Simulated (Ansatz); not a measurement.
# H6OSi: the cost of one run

Method: RKS wB97M-V/def2-SVP; program: Ansatz 0.2.0.

**1. Reference run: SiH6O, relaxed**

input.yaml

```yaml
crystal:
  periodic: [false, false, false]
  atoms:
    - { symbol: Si, position_ang: [-0.572665, -0.320873, -0.296751] }
    - { symbol: H, position_ang: [0.957698, -1.034202, 0.524138] }
    - { symbol: H, position_ang: [-0.014342, -0.9432, -1.542309] }
    - { symbol: H, position_ang: [-1.375571, -1.232379, 0.5786] }
    - { symbol: H, position_ang: [-1.518567, 0.759699, -0.782586] }
    - { symbol: H, position_ang: [1.08504, -0.081181, 0.706677] }
    - { symbol: O, position_ang: [0.545829, 1.085123, 0.71303] }
    - { symbol: H, position_ang: [0.892576, 1.767014, 0.099201] }
basis:
  gaussian: { orbitals: def2-SVP }
hamiltonian:
  xc: { name: wB97M-V }
output:
  forces: true
relax:
  f_tol: 0.02
  max_steps: 120
  constraints:
    - { distance: [0, 6] }
    - { distance: [1, 5] }
    - { distance: [0, 1] }
    - { distance: [5, 6] }
  escape_saddle: false
```

Command:

```console
ansatz run input.yaml --threads 1 --pin off --max-ram 2560MiB --backend cpu --events-out ev --progress --plain --runs-dir out
```

**Question.** How long does this run take on 1 thread of Arm Neoverse V1, shared host, and how much memory does it need?

About 38 s, with a peak of 0.16 GiB.
